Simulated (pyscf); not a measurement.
**Four-centre exchange: `[OH][B]([F])[F]` + `[NH3]` → `[NH2][B]([OH])[F]` + `[FH]`**

Gas phase, singlet surface, charge 0. Bonds broken: B2–F3, N6–H7. Bonds formed: B2–N6, F3–H7. Optimised with ωB97X-D3(BJ)/def2-SVP in PySCF. MP2 and CC: frozen core, UHF for open shells. ΔMP2 is the change of the MP2 total energy from the triple- to the quadruple-zeta basis.

Transition state (Å):

```xyz
9

O      0.8942    -0.0954    -0.3298
B     -0.3630     0.3424    -0.0070
F     -1.4377    -1.0952     0.1851
F     -1.0793     1.1236    -0.8474
H      1.0023    -0.2181    -1.2790
N     -0.6249     0.5428     1.4864
H     -1.2970    -0.5456     1.1606
H      0.1968     0.4486     2.0792
H     -1.1573     1.3757     1.7274
```

One imaginary mode, 955i cm⁻¹; descent along it reached the two sides named, in the forms told below.

```tsv
bond	change	reactant side (Å)	saddle	product side
B2–F3	breaks	1.391	1.805	2.8
N6–H7	breaks	1.021	1.320	1.813
B2–N6	forms	1.678	1.529	1.433
F3–H7	forms	2.396	1.128	0.942
```

Electronic energies relative to the separated reactants (kcal/mol):

| level | barrier | reaction energy | reverse barrier |
|---|---|---|---|
| ωB97X-D3(BJ)/def2-TZVP | 19.0 | +9.2 | 9.8 |
| PBE/def2-TZVP | 15.3 | +9.4 | 5.9 |
| r²SCAN/def2-TZVP | 16.8 | +10.4 | 6.4 |
| B3LYP-D3(BJ)/def2-TZVP | 20.0 | +9.6 | 10.4 |
| PBE0-D3(BJ)/def2-TZVP | 16.6 | +8.6 | 7.9 |
| M06-2X/def2-TZVP | 19.1 | +9.5 | 9.6 |
| ωB97M-D3(BJ)/def2-TZVP | 19.0 | +9.5 | 9.5 |
| HF/def2-TZVP | 36.5 | +11.9 | 24.6 |
| MP2/def2-QZVPP | 19.8 | +7.8 | 12.0 |
| CCSD/def2-TZVPP | 23.4 | +9.4 | 14.0 |
| CCSD(T)/def2-TZVPP | 20.9 | +9.2 | 11.7 |
| CCSD(T)/def2-TZVPP + ΔMP2(QZVPP) | 21.4 | +8.6 | 12.7 |

With CCSD(T)/def2-TZVPP + ΔMP2(QZVPP) energies and thermal terms (ideal gas, 1 atm, RRHO with modes under 100 cm⁻¹ raised to 100, one conformer, R ln 2 for chiral ones without a mode under 150 cm⁻¹), in kcal/mol:

```
T (K)   ΔH‡   ΔG‡     ΔH    ΔG
-----  ----  ----  -----  ----
298    20.0  31.0   +8.1  +8.7
600    20.3  42.1   +8.9  +9.0
900    21.0  52.8   +9.6  +8.9
1200   21.8  63.3  +10.0  +8.6
```

On the reactant side the descent ends in an adduct with a B–N contact, 14.4 kcal/mol under the separated species and 33.4 kcal/mol under the saddle at ωB97X-D3(BJ)/def2-TZVP. On the product side the descent ends in a complex, 6.5 kcal/mol under the separated species and 16.3 kcal/mol under the saddle at ωB97X-D3(BJ)/def2-TZVP. What is counted as formed (B–N) is already present as a longer contact in the reactant adduct; forming that adduct is a step of its own. This is the saddle that the search found; another between the same sides may lie lower. The CCSD(T) − MP2 part came from Ansatz, without density fitting, on the same reference.
